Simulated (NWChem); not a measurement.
Correlation energy of N

```
N
```
Charge 0, spin multiplicity 4.

Everything below was run with NWChem.

Basis set: cc-pVQZ. Each correlation energy counts from its own Hartree-Fock reference.

| method | correlation energy (mHa) |
|---|---|
| URI-MP2 | -103.9 |
| UMP2 | -103.9 |
| SCS-UMP2 | -97.6 |
| CCSD on ROHF | -121.6 |
| CCSD[T] on ROHF | -124.7 |
| CCSD(T) on ROHF | -124.7 |
| CCSD on UHF | -118.3 |
| CCSD[T] on UHF | -121.1 |
| CCSD(T) on UHF | -121.1 |

The values span 27.1 mHa, from CCSD(T) on ROHF (lowest) to SCS-UMP2 (highest). 

The correlated methods keep 1 core orbital frozen. No SCF solution was tested for a lower state. Open-shell Hartree-Fock references start from PBE0 orbitals. No row is a measurement; the coupled-cluster row has its own basis-set and correlation limits.
